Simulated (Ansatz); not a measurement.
hcp Re was calculated with PBEsol (PAW; Ansatz, a first-principles code).

Run with plane-wave cutoff 520 eV, 30×30×14 k mesh (along the axes of the cell as run), Fermi–Dirac smearing 0.058 eV (set by the program), no spin polarisation, scalar-relativistic PAW data made under PBE.

Computed at the level's own relaxed cell.

Elastic tensor (GPa, Voigt notation, ions relaxed):

```
  653.6   285.2   233.4     0.0     0.0     0.0
  285.2   653.6   233.4     0.0     0.0     0.0
  233.4   233.4   709.4     0.0     0.0     0.0
    0.0     0.0     0.0   173.6     0.0     0.0
    0.0     0.0     0.0     0.0   173.6     0.0
    0.0     0.0     0.0     0.0     0.0   184.2
```

### Question
Work out the Voigt, Reuss and Hill averages of the bulk and shear moduli, Young's modulus and Poisson's ratio from the printed constants.

### Answer
K_V = [C11 + C22 + C33 + 2(C12 + C13 + C23)]/9 = [2016.6 + 2 × 752.0]/9 = 391.2 GPa. G_V = [2016.6 − 752.0 + 3 × 531.4]/15 = 190.6 GPa. From the compliances S = C⁻¹, K_R = 391.2 and G_R = 188.0 GPa. Hill means: K = 391.2, G = 189.3 GPa. E = 9KG/(3K + G) = 489 GPa, ν = (3K − 2G)/(6K + 2G) = 0.29, K/G = 2.07.

Measured, for comparison: elastic constant C11 616 GPa, elastic constant C12 273 GPa, elastic constant C44 161 GPa, elastic constant C33 683 GPa, elastic constant C13 206 GPa (temperature not stated, not corrected to a static lattice; as tabulated in Mehl and Papaconstantopoulos (1996), arXiv:mtrl-th/9602003). Computed (rounded) less measured: elastic constant C11 +6 %, elastic constant C12 +4 %, elastic constant C44 +8 %, elastic constant C33 +4 %, elastic constant C13 +13 %. A static lattice is as a rule a little smaller and stiffer than an uncorrected measurement, which narrows the difference in the elastic constant C11, elastic constant C12, elastic constant C44, elastic constant C33 and would widen misses of the other sign.

Spin–orbit coupling is not included.

The computed numbers hold no vibrational or temperature effects.
